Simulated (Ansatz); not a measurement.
## Worked example: the step energy

An elementary step of C₂H₃N, closed shell (C₂H₃N (CC#N) → C₂H₃N ([C][N][CH3]); C–C broken or loosened, C–N formed or tightened). “Start” and “end” are the PBE0-D4/def2-TZVP structures reached by relaxing down either side of its saddle point, with the molecules still in contact.

Program: Ansatz 0.2.0. Basis: def2-TZVPP and def2-QZVPP. Cores are frozen in the correlated methods.

Energies in eV:

| quantity | end | start |
| --- | --- | --- |
| Hartree–Fock, triple zeta (X = 3) | -3590.45998 | -3591.31874 |
| Hartree–Fock, quadruple zeta (X = 4) | -3590.61364 | -3591.47054 |
| MP2 correlation, X = 3 | -13.64112 | -13.95051 |
| MP2 correlation, X = 4 | -14.54815 | -14.85515 |
| CCSD(T) correlation, X = 3 | -14.83318 | -15.02534 |

Task: Work out the step energy at the basis limit: extrapolate Hartree–Fock as E(X) = E∞ + A exp(−7.88 √X) and the MP2 correlation as E(X) = E∞ + B X^−2.97 (the exponents that Neese and Valeev fitted for def2-TZVPP and QZVPP), then add CCSD(T) − MP2 in triple zeta.

Result: Each step is linear, so take the differences first (end − start): Hartree–Fock 0.85876 (X = 3) and 0.85690 (X = 4); MP2 correlation 0.30939 and 0.30700; CCSD(T) correlation 0.19216.
Two points give E∞ = E(4) + w [E(4) − E(3)], with w = 1/(exp(7.88 (2 − √3)) − 1) = 0.1377 for Hartree–Fock and w = 1/((4/3)^2.97 − 1) = 0.7407 for the correlation.
Hartree–Fock: 0.85690 + 0.1377 × (-0.00186) = 0.8566 eV.
MP2 correlation: 0.30700 + 0.7407 × (-0.00239) = 0.3052 eV.
CCSD(T) − MP2: 0.19216 − 0.30939 = -0.1172 eV.
Sum: 0.8566 + 0.3052 + (-0.1172) = 1.0446 eV, or 24.09 kcal/mol. Plain CCSD(T) in triple zeta gives 1.0509 eV, so the larger basis shifts the result by -0.0063 eV.

T1 diagnostic: at most 0.019.

Labels in which every atom is bracketed show which atoms are joined, not bond orders.

For scale, one of the runs: CCSD(T)/def2-TZVPP, 135 basis functions, launched by `ansatz run in.yaml --threads 2 --pin off --events-out ev --progress --plain --max-ram 4352MiB`. Hardware: 2 CPU threads of an Arm Neoverse V1, shared host. Wall time 9.5 s; peak host memory 0.73 GiB.
